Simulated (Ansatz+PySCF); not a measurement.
# singlet OH(-): levels of theory in one basis

```
atom    x (Å)   y (Å)    z (Å)
   O  -0.0489  0.0012  -0.0986
   H   0.0257  0.0241   0.8362
```

Basis set: def2-SVP (spherical functions). Left uncorrelated: 1 orbital. Charge -1, multiplicity 1.

Computed with Ansatz (development build ahead of 0.2.0); each method stands on the lowest determinant of its kind that the runs found. NEVPT2 correlates all electrons. Active spaces start from the frontier orbitals, and the lowest solution found is given.

| method | E − E(RHF) (eV) | <S²> of the determinant |
| --- | --- | --- |
| RHF | 0.00 | 0.00 |
| RHF-CCSD | -5.48 | – |
| RHF-CCSD(T) | -5.54 | – |
| CASSCF(8,5) | -0.62 | – |
| SC-NEVPT2(8,5) | -4.94 | – |

Question: What does RHF-MP2 give on the same scale?

Answer: -5.28 eV.

Question: Is a single determinant a sound starting point here?

Answer: By this sign, yes. Unrestricted orbitals gain 0.00 eV and <S²> is 0.00 against 0.00 for a pure state. The CASSCF(8,5) natural occupations are 2.00, 2.00, 2.00, 1.98, 0.02.

Caution: no diffuse functions for an anion.
